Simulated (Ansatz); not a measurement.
Two isomers of C2H7NO2: A = `NCOCO`, B = `COC(N)O`.

Computed with Ansatz on PBE0-D4/def2-TZVP structures; ΔE is electronic, products minus reactants. CCSD(T)/CBS adds triple-zeta CCSD(T) − MP2 to the extrapolated MP2 energy (def2 sets, frozen cores). DFT in def2-TZVPP. B3LYP here is the variant with VWN-RPA as its local correlation; programs differ in this. One conformer a species, not always the lowest.

Problem. Which isomer does CCSD(T)/CBS put lower? Give the gap. (Best estimate.)

Solution. Computed: B, by 7.8 kcal/mol.

Problem. Give E(B) − E(A) in kcal/mol with HF/def2-TZVPP, r2SCAN-D4, CCSD(T)/def2-TZVPP, MP2/def2-TZVPP, B3LYP-D4, B2PLYP, CCSD/def2-TZVPP. (Estimate.)

Solution. Ansatz gave: HF/def2-TZVPP -7.7, r2SCAN-D4 -8.4, CCSD(T)/def2-TZVPP -8.0, MP2/def2-TZVPP -8.2, B3LYP-D4 -7.4, B2PLYP -7.6, CCSD/def2-TZVPP -7.9. None reverses the order clearly.

Largest T1 diagnostic: 0.011.
